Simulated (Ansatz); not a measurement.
Ansatz (a quantum-chemistry and plane-wave program) input (PBE0/def2-TZVPD):

Ansatz 0.2 input:
```yaml
crystal:
  periodic: [false, false, false]
  atoms:
    - {symbol: C, position_ang: [1.37760322, 0.01843291, 0.01132496]}
    - {symbol: C, position_ang: [0.10270912, 0.44661529, -0.00225393]}
    - {symbol: H, position_ang: [2.05690146, 0.90275969, 0.01081884]}
    - {symbol: H, position_ang: [-0.21628020, 1.51104003, -0.01231293]}
    - {symbol: C, position_ang: [-1.08779556, -0.49380738, -0.00560757]}
    - {symbol: H, position_ang: [-0.72120087, -1.52504187, 0.00461626]}
    - {symbol: H, position_ang: [-1.74458285, -0.35197269, 0.86878207]}
    - {symbol: H, position_ang: [-1.72993823, -0.36423013, -0.89268502]}
basis:
  gaussian:
    orbitals: def2-TZVPD
hamiltonian:
  xc: {name: PBE0}
total_charge: -1
output: {forces: true}
```

Output:

```
Functional definition: PBE0
integrals: 0.04 GiB planned
777 factors; their error is unknown
mean field: 0.56 GiB planned
mean field evaluation 1: about -3183.5172 eV, gradient 3.7e1 eV
mean field evaluation 2: about -3160.8941 eV, gradient 7.7e1 eV
mean field evaluation 4: about -3187.1984 eV, gradient 6.7e0 eV
mean field evaluation 8: about -3187.3358 eV, gradient 1.5e-1 eV
mean field evaluation 16: about -3187.3235 eV, gradient 1.1e-4 eV
mean field -3187.32350040 eV, -117.1319781942 hartree, gradient 3.2e-5 eV, S^2 0.000000; 0 other end points of the search recorded, 0 dependent functions left out
the calculation of the forces begins
reference -3187.32353672 eV, -117.1319795288 hartree; 12, 12 occupied and 144, 144 virtual orbitals, 777 factors
Total energy: -3187.32353672 eV, -117.1319795288 hartree
Atom 0 at     1.377603     0.018433     0.011325 Å, force    -0.102880     0.188500    -0.002167 eV/Å
Atom 1 at     0.102709     0.446615    -0.002254 Å, force    -0.078856    -0.237413     0.000996 eV/Å
Atom 2 at     2.056901     0.902760     0.010819 Å, force    -0.022772    -0.073805     0.000324 eV/Å
Atom 3 at    -0.216280     1.511040    -0.012313 Å, force     0.055201     0.017353     0.000338 eV/Å
Atom 4 at    -1.087796    -0.493807    -0.005608 Å, force     0.105313     0.108553     0.000120 eV/Å
Atom 5 at    -0.721201    -1.525042     0.004616 Å, force     0.012244    -0.023127     0.000263 eV/Å
Atom 6 at    -1.744583    -0.351973     0.868782 Å, force     0.015844     0.009996     0.003826 eV/Å
Atom 7 at    -1.729938    -0.364230    -0.892685 Å, force     0.015906     0.009943    -0.003701 eV/Å
Dipole moment:    -0.939496     0.255079    -0.009586 e Å
```

It need not be the lowest isomer of its formula. Whether it binds its extra electron was not tested at this geometry.
